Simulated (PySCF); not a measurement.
**NH₃: one-bond stretch**

Method: PBE0/[N def2-TZVP, H def2-TZVP], no relativity, density fitting, PySCF.

Rigid scan from the singlet minimum (N–H 1.013 Å (×3); H–N–H 107.1° (×3)). Coordinate: the bond from N to the last atom (H) scaled, the rest fixed. Energies in kJ/mol from the minimum.

**Question.** Predict the curve at 0.92, 0.96, 1.00, 1.05, 1.12, 1.20, 1.35, 1.55, 1.80, 2.20.

**Answer.** 
```
scale of one bond  E (kJ/mol)  dipole size (D)
             0.92        16.9             1.70
             0.96         3.9             1.70
             1.00         0.0             1.69
             1.05         5.0             1.69
             1.12        25.0             1.69
             1.20        59.6             1.68
             1.35       140.3             1.66
             1.55       252.5                –
             1.80       376.0                –
             2.20       521.0                –
```

At long bonds a restricted determinant can lie too high, and another spin state can fall below this curve.

Other isomers or separated fragments may lie lower.

The scan took 3 s on 2 threads of a shared Arm Neoverse V2 host; the process peaked at 0.64 GiB.
